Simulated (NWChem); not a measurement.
**NWChem input wanted**

Si2H6O: 9 atoms, total charge 0, spin state singlet. SMILES: `[SiH3]O[SiH3]`. The shape is that of a PBE0-D4/def2-TZVP optimisation.

```csv
atom,x (Å),y (Å),z (Å)
Si,-0.7103,1.0527,-0.9195
O,0.4255,0.0910,-0.2454
Si,0.7756,-1.0388,0.8818
H,-1.7873,0.2266,-1.5257
H,-0.0606,1.8724,-1.9702
H,-1.3062,1.9428,0.1113
H,2.2243,-1.3431,0.8000
H,-0.0093,-2.2756,0.6288
H,0.4483,-0.5279,2.2389
```

Settings wanted:

```yaml
task: gradient
method: MP2
basis_set: cc-pVDZ
reference: RHF
frozen_core_orbitals: 11
SCF_convergence_threshold: 1e-08
iteration_cap: 80
module: mp2
```

Give an NWChem 7.3.0 job that does this.

One that was run (others would do as well):

m1.xyz:
```
9
H6OSi2 gradient
Si    -0.710290     1.052660    -0.919520
O      0.425550     0.090990    -0.245380
Si     0.775570    -1.038810     0.881750
H     -1.787270     0.226580    -1.525660
H     -0.060640     1.872420    -1.970220
H     -1.306170     1.942760     0.111330
H      2.224270    -1.343130     0.800010
H     -0.009310    -2.275600     0.628780
H      0.448290    -0.527870     2.238910
```

m1.nw:
```
start m1
title "H6OSi2 gradient"
memory total 2200 mb
charge 0

geometry units angstrom noautosym nocenter noautoz
   load format xyz m1.xyz
end

basis spherical bse
   Si library cc-pVDZ
   O library cc-pVDZ
   H library cc-pVDZ
end

scf
   thresh 1e-08
   maxiter 80
   noprint "final vectors analysis"
end

mp2
   freeze core 11
   tight
end

task mp2 gradient
```

```bash
$ nwchem m1.nw > m1.out
```

Calculated total energy: -656.67362 Eh, largest force 1.542 eV/Å. The shape isn't stationary at this level (largest force 1.5 eV/Å).
